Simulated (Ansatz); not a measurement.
Basis-set extrapolation for C3H3F3 (`FCC=C(F)F`) (PBE0-D4/def2-TZVP geometry, frozen core, Ansatz). Multiplicity 1, RHF reference.

```tsv
	def2-TZVPP	def2-QZVPP
HF	-413.802777	-413.820745
MP2 correlation	-1.219358	-1.323096
CCSD(T) correlation	-1.284452	not run
```

Energies in hartree. Use E(X) = E(∞) + A·exp(−7.88·√X) for Hartree–Fock and E(X) = E(∞) + B·X^(−2.97) for correlation, with X = 3 and 4, and add CCSD(T) minus MP2 of the smaller set to the MP2 limit.

Q: What is the CCSD(T) energy at the basis-set limit?

A: HF limit: -413.820745 + (-0.017968) × 0.13774 = -413.82322. MP2 limit: -1.323096 + (-0.103738) × 0.74074 = -1.39994. Higher-order term: -1.284452 − (-1.219358) = -0.06509. Total: -415.28825 hartree, 527.8 kJ/mol below CCSD(T)/def2-TZVPP.
